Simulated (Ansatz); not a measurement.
Reaction (SMILES): OO (H2O2) → 2 [OH] (OH)
B3LYP-D3(BJ)/def2-TZVP geometries, fixed; electronic energies without zero-point terms.
Largest species:
```xyz
4

O      0.0155     0.7238    -0.0702
O     -0.0112    -0.7261    -0.0419
H      0.8057     0.8967     0.4614
H     -0.8394    -0.8786     0.4355
```
Charge 0, spin multiplicity 1.

Basis-set convergence of the bond dissociation energy at B2PLYP with Ansatz (a first-principles code). Cartesian d functions, on some or all atoms, in 6-31G**; all else is spherical. Cores are frozen. Open shells are unrestricted. No added dispersion term, no relativity. Functions are those of the species that has most. Reference: the value in aug-pcseg-3, 52.60 kcal/mol, itself unsure by roughly 0.20 kcal/mol (its mean distance from aug-cc-pVQZ, cc-pV5Z, def2-QZVPPD).

| basis | functions | bond dissociation energy (kcal/mol) |
|---|---|---|
| 6-31G** | 40 | (withheld) |
| def2-TZVP | 74 | (withheld) |
| def2-TZVPP | 90 | (withheld) |
| def2-TZVPD | 98 | 51.38 |
| jun-cc-pV(T+d)Z | 106 | (withheld) |
| aug-pcseg-2 | 138 | 51.90 |
| cc-pVQZ | 170 | 52.80 |
| def2-QZVPP | 174 | 52.34 |
| aug-cc-pVQZ | 252 | 52.44 |

Question: What belongs in the gaps?

Answer: 
- 6-31G**, bond dissociation energy (kcal/mol): 52.40
- def2-TZVP, bond dissociation energy (kcal/mol): 51.96
- def2-TZVPP, bond dissociation energy (kcal/mol): 52.04
- jun-cc-pV(T+d)Z, bond dissociation energy (kcal/mol): 51.60
